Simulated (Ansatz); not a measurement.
Geometry optimisation, RKS PBE0-D4/def2-SVP (Ansatz).

The input (input.yaml):

```yaml
crystal:
  periodic: [false, false, false]
  atoms:
    - { symbol: B, position_ang: [0.0, 0.0, 0.0] }
    - { symbol: H, position_ang: [0.7099, 0.0, 1.1951] }
    - { symbol: O, position_ang: [1.6038, 0.0, 0.1408] }
    - { symbol: H, position_ang: [1.9037, -0.9519, -0.0141] }
    - { symbol: C, position_ang: [-1.3856, 0.0, -0.8] }
    - { symbol: H, position_ang: [-1.9458, -0.9305, -0.5708] }
    - { symbol: H, position_ang: [-1.9898, 0.8797, -0.4946] }
    - { symbol: H, position_ang: [-1.1839, 0.0508, -1.8903] }
basis:
  gaussian: { orbitals: def2-SVP }
hamiltonian:
  xc: pbe0
  dispersion: d4
relax:
  f_tol: 0.15
  max_steps: 25
  restrain:
    - { distance: [1, 2], at: 2.21, k: 30.0 }
    - { distance: [0, 1], at: 1.19, k: 30.0 }
    - { distance: [0, 2], at: 1.41, k: 30.0 }
output:
  orbitals: {}
```

Launched with:

```bash
$ ansatz run input.yaml --threads 1 --pin off --max-ram 2048MiB --backend cpu --events-out ev --progress --plain --runs-dir out
```

**Question.** Where does it end, and by what steps?

**Answer.** It converged. The restraints hold the end off the free minimum. After 9 steps the energy has fallen by 5.206 eV (the restraints' own energy left out); O3 moved furthest, 0.80 Å.

| step | energy less start (eV) | largest force component (eV/Å) | accepted |
| --- | --- | --- | --- |
| 0 | 0.0000 | 5.023 | yes |
| 1 | -1.9790 | 3.731 | yes |
| 2 | -3.3578 | 3.297 | yes |
| 3 | -4.2795 | 2.140 | yes |
| 4 | -4.8615 | 1.444 | yes |
| 5 | -4.9744 | 3.189 | yes |
| 6 | -5.1768 | 1.184 | yes |
| 7 | -5.1519 | 0.942 | no |
| 8 | -5.2049 | 0.834 | yes |
| 9 | -5.2057 | 0.871 | yes |

```xyz
8
Properties=species:S:1:pos:R:3
B 0.104 -0.168 0.122
H 0.104 -0.170 1.323
O 1.308 -0.334 -0.527
H 2.039 -0.440 0.090
C -1.200 0.008 -0.720
H -1.908 -0.806 -0.483
H -1.717 0.941 -0.435
H -1.018 0.016 -1.804
```

Time of the run: 23 s on 1 thread of Arm Neoverse V1 (shared host), peak memory 0.13 GiB.
